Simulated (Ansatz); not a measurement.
Reaction (SMILES): C=CCl → C=[C-]Cl + H+
B3LYP-D3(BJ)/def2-TZVP geometries, fixed; electronic energies without zero-point terms.
Largest species:
```xyz
6

C      0.0112     0.7589    -0.0124
C      1.3049     1.0233     0.0034
Cl    -0.6370    -0.8532     0.0042
H     -0.7591     1.5163    -0.0370
H      2.0529     0.2431     0.0280
H      1.6388     2.0524    -0.0084
```

Basis-set convergence of the deprotonation energy at r2SCAN with Ansatz (a program for electronic structure). Cartesian d functions, on some or all atoms, in 6-31G*, 6-31+G*, 6-311G**, 6-311+G**; all else is spherical. The proton leaves the site shown, which need not be the most acidic. No added dispersion term, no relativity. Functions are those of the species that has most. Reference: the value in aug-pcseg-3, 390.17 kcal/mol, itself unsure by roughly 0.11 kcal/mol (its mean distance from aug-cc-pV(Q+d)Z, def2-QZVPPD). Deviations are taken from unrounded values.

| basis | functions | deprotonation energy (kcal/mol) |
|---|---|---|
| 6-31G* | 55 | 399.61 |
| 6-31+G* | 67 | 387.28 |
| def2-SVP | 61 | 399.36 |
| def2-SVPD | 91 | 389.63 |
| pcseg-1 | 61 | 390.09 |
| aug-pcseg-1 | 100 | 385.93 |
| cc-pV(D+d)Z | 66 | 396.13 |
| aug-cc-pV(D+d)Z | 105 | 386.83 |
| 6-311G** | 81 | 392.30 |
| 6-311+G** | 93 | 388.00 |
| def2-TZVP | 117 | 392.42 |
| def2-TZVPD | 147 | 389.89 |
| pcseg-2 | 136 | 391.37 |
| aug-pcseg-2 | 211 | 389.80 |
| cc-pV(T+d)Z | 141 | 393.82 |
| aug-cc-pV(T+d)Z | 216 | 389.57 |
| def2-TZVPP | 146 | 392.70 |
| def2-TZVPPD | 176 | 390.20 |
| cc-pV(Q+d)Z | 264 | 392.07 |
| aug-cc-pV(Q+d)Z | 387 | 390.01 |
| def2-QZVPP | 274 | 391.07 |
| def2-QZVPPD | 304 | 390.22 |
| pcseg-3 | 283 | 390.49 |
| aug-pcseg-3 | 406 | 390.17 |

What the diffuse functions change, pair by pair:
- 6-31G* to 6-31+G*: 12 more functions, deviation 9.43 to -2.89 kcal/mol
- def2-SVP to def2-SVPD: 30 more functions, deviation 9.19 to -0.55 kcal/mol
- pcseg-1 to aug-pcseg-1: 39 more functions, deviation -0.08 to -4.24 kcal/mol
- cc-pV(D+d)Z to aug-cc-pV(D+d)Z: 39 more functions, deviation 5.96 to -3.34 kcal/mol
- 6-311G** to 6-311+G**: 12 more functions, deviation 2.13 to -2.18 kcal/mol
- def2-TZVP to def2-TZVPD: 30 more functions, deviation 2.25 to -0.28 kcal/mol
- pcseg-2 to aug-pcseg-2: 75 more functions, deviation 1.20 to -0.37 kcal/mol
- cc-pV(T+d)Z to aug-cc-pV(T+d)Z: 75 more functions, deviation 3.64 to -0.61 kcal/mol
- def2-TZVPP to def2-TZVPPD: 30 more functions, deviation 2.53 to 0.02 kcal/mol
- cc-pV(Q+d)Z to aug-cc-pV(Q+d)Z: 123 more functions, deviation 1.90 to -0.17 kcal/mol
- def2-QZVPP to def2-QZVPPD: 30 more functions, deviation 0.90 to 0.05 kcal/mol
- pcseg-3 to aug-pcseg-3: 123 more functions, deviation 0.32 to 0.00 kcal/mol

Leaving out the reference's own pair, they bring the value nearer the reference by more than 0.11 kcal/mol in 9 of 11 pairs.
